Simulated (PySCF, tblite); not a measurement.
# A complex of hydrogen fluoride and methylamine

A gas-phase complex of hydrogen fluoride and methylamine; neutral, singlet. The structure comes from a short search (6 tight-binding starts) and was relaxed by PBE0-D3(BJ)/def2-TZVPD; another way of binding may lie lower. No frequency run checks that it is a minimum.

```json
{"part": "1", "name": "hydrogen fluoride", "SMILES": "F", "atoms": "1–2", "charge": "0", "multiplicity": "1"}
{"part": "2", "name": "methylamine", "SMILES": "CN", "atoms": "3–9", "charge": "0", "multiplicity": "1"}
```

```
atom  part   x (Å)   y (Å)   z (Å)
  F1     1  -0.706  -0.524   1.062
  H2     1  -1.365  -0.217   0.415
  C3     2  -3.745  -0.434  -0.379
  N4     2  -2.483   0.261  -0.623
  H5     2  -3.587  -1.507  -0.483
  H6     2  -4.062  -0.248   0.648
  H7     2  -4.553  -0.132  -1.053
  H8     2  -2.151   0.088  -1.565
  H9     2  -2.599   1.264  -0.533
```

```
contact  kind (by geometry)  distance (Å)  angle (°)
H2···N4       hydrogen bond         1.599        178
```

Interaction energies are complex less parts, with the parts frozen as they stand in it; counterpoise-corrected, in kcal/mol (PySCF). The CCSD(T) estimate is Hartree-Fock/aug-cc-pVQZ, plus the MP2 correlation part extrapolated as X⁻³ from aug-cc-pVTZ and aug-cc-pVQZ, plus CCSD(T) less MP2 in aug-cc-pVDZ; noble-gas cores are frozen. It isn't the exact limit.

Problem. Give the interaction energy at each level run.

Solution. 
```csv
level,interaction,superposition error removed
Hartree-Fock/aug-cc-pVQZ,-12.71,-
wB97M-D3(BJ)/def2-TZVPD,-15.46,-0.16
PBE0-D3(BJ)/def2-TZVPD,-17.01,-0.15
MP2/aug-cc-pVQZ,-15.41,-0.56
"CCSD(T), estimated basis limit",-15.20,-
```

Problem. What holds them together? Decompose the wB97M-D3(BJ)/def2-TZVPD energy: frozen parts, their antisymmetrised product, then relaxation.

Solution. electrostatic -26.8, Pauli repulsion +29.8, orbital relaxation -17.4, dispersion correction -1.1 kcal/mol, which sum to the value before the counterpoise correction; the Pauli term holds the exchange-correlation of the frozen density too. Of the attraction, 59 % is electrostatic, 38 % is orbital relaxation, 3 % is dispersion correction.

The parts were also relaxed and run alone, at the levels used for the complex: shieldings by PBE0/pcSseg-2; core levels by delta-SCF with SCAN, pcX-2 on the ionised atom and pcseg-1 elsewhere, spin-free X2C.

Problem. How do these values change when the complex forms?

Solution. 
```
             property   alone  in the complex  change
       F1–H2 bond (Å)   0.921           0.973  +0.052
shielding of H2 (ppm)   29.16           20.11   -9.05
shielding of N4 (ppm)   245.4           234.7   -10.7
shielding of F1 (ppm)   410.5           377.0   -33.6
F1 1s core level (eV)  694.11          690.80   -3.32
C3 1s core level (eV)  291.51          292.33   +0.82
N4 1s core level (eV)  405.10          406.37   +1.27
```

Density functionals tend to overstate the lengthening and the red shift of so strongly bound an X–H bond.

The 5 runs behind this took 5.5 min in all, one thread each of Intel Xeon Platinum 8259CL on a shared host, launched as `OMP_NUM_THREADS=1 python cluster_run.py task.json out`.
